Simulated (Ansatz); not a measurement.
**C2H4F2O2: up Jacob's ladder to CCSD(T)**

One table from this session's results is given with a row withheld; the runs are named, their logs left out.

Computed with Ansatz 0.2.0, Gaussian basis. Level: functionals in def2-TZVPP, the program's frozen cores in correlated methods.

Levels to be run: LDA (SPW92), PBE-D4, revPBE-D4, BLYP-D4, r2SCAN-D4, B97M-V, PBE0-D4, B3LYP-D4, r2SCANh-D4, r2SCAN0-D4, HSE06-D4, BHLYP-D4, CAM-B3LYP-D4, LC-ωPBE, ωB97X-V, ωB97M-V, B2PLYP, PBE-QIDH; CCSD(T)/def2-SVP; CCSD(T)/def2-TZVPP; MP2/def2-QZVPP; extrapolation to the limit; RPA on PBE.

## The geometry

An earlier PBE0-D4 in a triple-zeta def2 set relaxation fixed the geometry.

10 atoms, charge 0, spin multiplicity 1.

Atoms are counted from 1 here; the program's logs count them from 0.

Bond lengths: O1–C2 1.386 Å, O1–H7 0.962 Å, C2–O3 1.416 Å, C2–H8 1.092 Å, C2–H9 1.092 Å, O3–C4 1.359 Å, C4–F5 1.358 Å, C4–F6 1.337 Å, C4–H10 1.094 Å. Angles: C2–O1–H7 108.8°, O1–C2–O3 112.5°, O1–C2–H8 112.9°, O1–C2–H9 106.7°, O3–C2–H8 104.2°, O3–C2–H9 110.5°, H8–C2–H9 110.1°, C2–O3–C4 114.4°, O3–C4–F5 110.4°, O3–C4–F6 107.3°, O3–C4–H10 113.6°, F5–C4–F6 107.5°, F5–C4–H10 108.0°, F6–C4–H10 109.9°.

Set-up of the first run:

File in.yaml:

```yaml
crystal:
  periodic: [false, false, false]
  atoms:
    - {symbol: O, position_ang: [0.447507, -1.567606, -0.608064]}
    - {symbol: C, position_ang: [-0.595934, -0.871895, -0.017031]}
    - {symbol: O, position_ang: [-0.144617, 0.198961, 0.792378]}
    - {symbol: C, position_ang: [0.377342, 1.245562, 0.099835]}
    - {symbol: F, position_ang: [-0.614931, 1.992049, -0.449087]}
    - {symbol: F, position_ang: [1.023728, 2.019608, 0.977919]}
    - {symbol: H, position_ang: [0.944812, -2.022152, 0.078658]}
    - {symbol: H, position_ang: [-1.187828, -1.490297, 0.661211]}
    - {symbol: H, position_ang: [-1.223955, -0.499931, -0.829380]}
    - {symbol: H, position_ang: [1.056874, 0.944603, -0.703337]}
basis:
  gaussian: {orbitals: def2-TZVPP}
hamiltonian: {xc: lda}
output: {orbitals: {seedname: orbitals}}
```

Command:

```
$ ansatz run in.yaml --threads 4 --pin off --events-out ev --progress --plain --max-ram 10444MiB
```

Among the steps run: LDA; PBE-D4 (GGA); revPBE-D4 (GGA); BLYP-D4 (GGA); r2SCAN-D4 (meta-GGA); B97M-V (meta-GGA); PBE0-D4 (hybrid); B3LYP-D4 (hybrid); r2SCANh-D4 (hybrid); r2SCAN0-D4 (hybrid); HSE06-D4 (hybrid); BHLYP-D4 (hybrid); CAM-B3LYP-D4 (range-separated); LC-ωPBE (range-separated); ωB97X-V (range-separated); ωB97M-V (range-separated); B2PLYP (double hybrid); PBE-QIDH (double hybrid).

One table of the session follows, with a row left open; its other results are not shown here.

It belongs to the step «Orbital energies across the functionals». 

| functional | HOMO (eV) | LUMO (eV) | gap (eV) |
| --- | --- | --- | --- |
| LDA (SPW92) | -7.63 | -0.27 | 7.36 |
| PBE-D4 | -7.43 | -0.12 | 7.31 |
| revPBE-D4 | -7.34 | -0.06 | 7.29 |
| BLYP-D4 | -7.36 | -0.19 | 7.16 |
| r2SCAN-D4 | -7.82 | 0.65 | 8.47 |
| B97M-V | -7.97 | 0.17 | 8.14 |
| PBE0-D4 | -9.20 | 0.77 | 9.97 |
| B3LYP-D4 | -8.94 | 0.36 | 9.31 |
| r2SCANh-D4 | -8.49 | 0.92 | 9.41 |
| r2SCAN0-D4 | -9.49 | 1.30 | 10.78 |
| HSE06-D4 | -8.79 | 0.41 | 9.19 |
| BHLYP-D4 | -10.95 | 1.37 | 12.33 |
| CAM-B3LYP-D4 | -10.74 | 1.51 | 12.25 |
| LC-ωPBE | -12.07 | 2.90 | 14.97 |
| ωB97X-V | -11.74 | 2.71 | 14.45 |
| ωB97M-V | ? | ? | ? |

Estimate the missing values for ωB97M-V.

**Answer.** HOMO (eV): -11.68; LUMO (eV): 2.22; gap (eV): 13.90. In the column «HOMO (eV)» it lies between ωB97X-V (-11.74) and BHLYP-D4 (-10.95).
